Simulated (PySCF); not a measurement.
Compound: CH8AlN.
Bonds: C1–Al2, Al2–N3. Hydrogens: H4, H5, H6 on C1; H7, H8 on Al2; H9, H10, H11 on N3.

Method: EOM-IP-CCSD/aug-cc-pVDZ in PySCF, restricted Hartree–Fock reference, frozen core, non-relativistic, gas phase, PBE0-D3(BJ)/def2-SVP geometry.

Hartree–Fock orbital energies give these Koopmans values (eV): HOMO 10.19, HOMO-1 10.32, HOMO-2 12.62, HOMO-3 13.85, HOMO-4 13.94, HOMO-5 16.49, HOMO-6 19.48, HOMO-7 19.50.

**Question.** What vertical ionisation energies does EOM-IP-CCSD give?

**Answer.** 
| leading hole (HF orbital) | Koopmans (eV) | EOM-IP-CCSD (eV) | change (eV) | one-hole share |
| --- | --- | --- | --- | --- |
| HOMO | 10.19 | 9.47 | -0.72 | 0.95 |
| HOMO-1 | 10.32 | 9.80 | -0.52 | 0.94 |
| HOMO-2 | 12.62 | 11.72 | -0.90 | 0.93 |
| HOMO-3 | 13.85 | 13.04 | -0.81 | 0.95 |
| HOMO-4 | 13.94 | 13.12 | -0.82 | 0.95 |
| HOMO-5 | 16.49 | 15.10 | -1.39 | 0.92 |
| HOMO-6 | 19.48 | 18.44 | -1.04 | 0.95 |
| HOMO-7 | 19.50 | 18.47 | -1.03 | 0.95 |

**Question.** Does the order of the lines follow the orbital energies?

**Answer.** Yes, no two lines change places. The corrections run from -1.39 to -0.52 eV, with a mean of -0.90 eV over the 8 lines; no line lies above its Koopmans value.

**Question.** At what kinetic energies would He I light (21.22 eV) eject these electrons?

**Answer.** 11.75 eV (HOMO), 11.42 eV (HOMO-1), 9.50 eV (HOMO-2), 8.18 eV (HOMO-3), 8.10 eV (HOMO-4), 6.12 eV (HOMO-5), 2.78 eV (HOMO-6), 2.75 eV (HOMO-7).

Lines less than 0.15 eV apart could change places at a higher level. One root was sought for each valence orbital with −ε under 21 eV, eight at most, so deeper holes and satellites are missing; no vibrational structure.
